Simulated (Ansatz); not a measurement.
C2H6N, SMILES `C[N]C` radical, relaxed with UKS PBE0-D4/def2-TZVP in Ansatz 0.2.0 from a GFN2-xTB geometry. The force threshold is 0.005 eV/Å; the program also tests the step.

The species carries charge 0 and has multiplicity 2.

Start:

```xyz
9

C    -0.537    1.059    0.091
N     0.288    0.252   -0.713
C     0.584   -1.020   -0.192
H    -1.526    0.599    0.250
H    -0.670    2.024   -0.396
H    -0.116    1.213    1.097
H    -0.325   -1.634   -0.083
H     1.272   -1.527   -0.868
H     1.031   -0.968    0.814
```

```json
{"step": "1", "energy (eV)": "-3657.0509", "largest force (eV/Å)": "0.562", "largest move (Å)": "0.000"}
{"step": "2", "energy (eV)": "-3657.0744", "largest force (eV/Å)": "0.303", "largest move (Å)": "0.038"}
{"step": "3", "energy (eV)": "-3657.0806", "largest force (eV/Å)": "0.081", "largest move (Å)": "0.030"}
{"step": "4", "energy (eV)": "-3657.0809", "largest force (eV/Å)": "0.022", "largest move (Å)": "0.007"}
{"step": "5", "energy (eV)": "-3657.0811", "largest force (eV/Å)": "0.015", "largest move (Å)": "0.016"}
{"step": "6", "energy (eV)": "-3657.0811", "largest force (eV/Å)": "0.004", "largest move (Å)": "0.006"}
```

End:

```xyz
9

C    -0.532    1.054    0.083
N     0.333    0.282   -0.748
C     0.583   -1.011   -0.197
H    -1.500    0.548    0.230
H    -0.714    2.036   -0.354
H    -0.103    1.188    1.089
H    -0.353   -1.577   -0.072
H     1.255   -1.582   -0.839
H     1.031   -0.937    0.807
```

It took 11 s on 2 threads of a server CPU on a shared host, with 0.26 GiB of host memory at the peak.
